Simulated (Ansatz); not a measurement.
# BF (SMILES [B]F) at CCSDT/STO-3G

What is the vertical electron affinity of BF at CCSDT/STO-3G? 

The results are computed with Ansatz 0.2.0.

35 further runs of the same task are left out: 1 that didn't finish, 34 set aside as unsound or not needed.

### 1 The structure to begin with

BF has 2 atoms, charge 0, and is taken as a singlet. SMILES: `[B]F`. The shape is that of a PBE0-D4/def2-TZVP optimisation.

Bond lengths: B1–F2 1.263 Å.

### 2 A single-point energy at CCSDT/STO-3G

in.yaml

```yaml
crystal:
  periodic: [false, false, false]
  atoms:
    - symbol: B
      position_ang: [0.000000, -0.000000, -0.009350]
    - symbol: F
      position_ang: [-0.000000, 0.000000, 1.253740]
basis:
  gaussian:
    orbitals: STO-3G
total_charge: 0
correlation:
  method: ccsdt
  frozen_orbitals: {B: 1, F: 1}
accuracy: high
scf:
  omitted_lower_state_checks: [cluster_reference, increment]
```

On the command line:

```console
$ ansatz run in.yaml --threads 1 --pin off --max-ram 3480MiB --events-out events.jsonl --progress --plain --runs-dir runs
```

What it wrote (excerpt; [...] marks lines left out):

```text
Warning: RAYON_NUM_THREADS=1 ignored (pool sized by the plan → 1); use --threads N
Functional definition: HF
  name "HF"
[...]
149 factors; integrals over basis functions are off by at most 3.9e-8 eV
[...]
mean field -3329.48003742 eV, -122.3561345724 hartree, gradient 7.8e-8 eV, S^2 0.000000; 0 other end points of the search recorded, 0 dependent functions left out
2 core orbitals not correlated: weight in the atoms' cores, before any rotation towards them, 1.000 or more for the frozen orbitals, at most 0.000 for the correlated occupied ones
reference -3329.48003742 eV, -122.3561345724 hartree; 5, 5 occupied and 3, 3 virtual orbitals, 149 factors
second order -1.68788110 eV of doubles, -0.00000000 eV of singles
cycle   1  -1.79379719 eV  change   -1.1e-1 eV  update   1.1e-1
[...]
cycle  22  -2.31035249 eV  change  -9.1e-10 eV  update  4.2e-10
Total energy: -3331.79038990 eV, -122.4410384603 hartree
Checks for a lower state left out: cluster_reference, increment
```

Wall time 0.2 s (1 thread of Intel Xeon 6975P-C (Granite Rapids), shared host).

### 3 The doublet anion, same level

molecule.yaml

```yaml
crystal:
  periodic: [false, false, false]
  atoms:
    - symbol: B
      position_ang: [0.000000, -0.000000, -0.009350]
    - symbol: F
      position_ang: [-0.000000, 0.000000, 1.253740]
basis:
  gaussian: {orbitals: STO-3G}
scf: {omitted_lower_state_checks: [cluster_reference, increment]}
total_charge: -1
magnetization: {spin_polarized: true, initial_magnetization: 1}
accuracy: high
correlation: {method: ccsdt, frozen_orbitals: {B: 1, F: 1}}
```

On the command line:

```console
$ ansatz run molecule.yaml --threads 1 --pin off --max-ram 3480MiB --events-out events.jsonl --progress --plain --runs-dir runs
```

What it wrote (excerpt; [...] marks lines left out):

```text
Warning: RAYON_NUM_THREADS=1 ignored (pool sized by the plan → 1); use --threads N
[... 2 set-up lines as earlier in the session ...]
[...]
149 factors; integrals over basis functions are off by at most 3.9e-8 eV
[...]
mean field -3320.68698284 eV, -122.0329957769 hartree, gradient 8.8e-9 eV, S^2 0.752717; 4 other end points of the search recorded, 0 dependent functions left out
2 core orbitals not correlated: weight in the atoms' cores, before any rotation towards them, 1.000 or more for the frozen orbitals, at most 0.000 for the correlated occupied ones
reference -3320.68698284 eV, -122.0329957769 hartree; 6, 5 occupied and 2, 3 virtual orbitals, 149 factors
second order -0.96271397 eV of doubles, -0.00000000 eV of singles
cycle   1  -1.10280273 eV  change   -1.4e-1 eV  update   6.5e-2
[...]
cycle  21  -1.35774837 eV  change  -1.3e-11 eV  update  5.0e-10
Total energy: -3322.04473121 eV, -122.0828921092 hartree
Checks for a lower state left out: cluster_reference, increment
```

Run time: 0.46 s. Hardware: 1 thread of Intel Xeon 6975P-C (Granite Rapids), shared host.

### 4 Outcome

Level: CCSDT/STO-3G, 2 core orbitals frozen.

| quantity | value |
| --- | --- |
| singlet BF: total energy | -122.44104 Eh |
| singlet BF: correlation energy (2 core orbitals frozen) | -84.9 mEh |
| singlet BF: T1 diagnostic | 0.021 |
| doublet anion: total energy | -122.08289 Eh |
| doublet anion: correlation energy (2 core orbitals frozen) | -49.9 mEh |
| doublet anion: ⟨S²⟩ of the reference determinant | 0.753 |
| doublet anion: T1 diagnostic | 0.013 |
| vertical electron affinity (to the doublet anion) | -9.746 eV |

The anion lies 9.75 eV (225 kcal/mol) above the neutral: the electron isn't bound at this level, and such a value depends on the basis. Without diffuse functions anions come out too high. In a minimal basis such a difference can be off by several eV, whatever the method. The T1 diagnostic (singlet BF) of 0.021 is above the customary mark for such species, so a single reference may not serve.
